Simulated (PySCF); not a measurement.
**Molecular orbitals of BO⁺**

RHF at R = 1.188 Å; PySCF, no relativity, basis sets B def2-SVPD, O def2-SVPD. State: ¹Σ⁺ (singlet), closed shell. Only the outer orbitals are listed, counted within each symmetry.

```
orbital  occ.  ε (eV)  on B (%)         main shells (%)
     3σ     2  -45.35        24  73 O s, 12 B s, 11 B p
     4σ     2  -26.23        20  62 O p, 18 O s, 15 B s
     1π     2  -23.51        26          73 O p, 25 B p
     1π     2  -23.51        26          73 O p, 25 B p
     5σ     0  -12.37        87   44 B s, 42 B p, 8 O s
     2π     0   -5.09        80  62 B p, 20 O p, 18 B d
     2π     0   -5.09        80  62 B p, 20 O p, 18 B d
```

Which are the highest filled and the lowest empty level, where do they sit, and how wide is the gap?

Highest filled 1π at -23.51 eV (in %: 73 O p, 25 B p); lowest empty 5σ at -12.37 eV (in %: 44 B s, 42 B p, 8 O s); the gap at RHF is 11.14 eV.

| Quantity | Value |
| --- | --- |
| bond order (Mayer) | 2.56 |
| ⟨S²⟩ | 0.000 |
| charge on B (Mulliken, basis-dependent) | 1.07 |
| charge on B (Löwdin, basis-dependent) | 1.00 |
| dipole moment (positive dipole points towards O; it is taken about the centre of mass and depends on that origin) | -6.98 D |
| polarisability along the bond | 12.9 bohr³ |
| polarisability across the bond | 12.0 bohr³ |
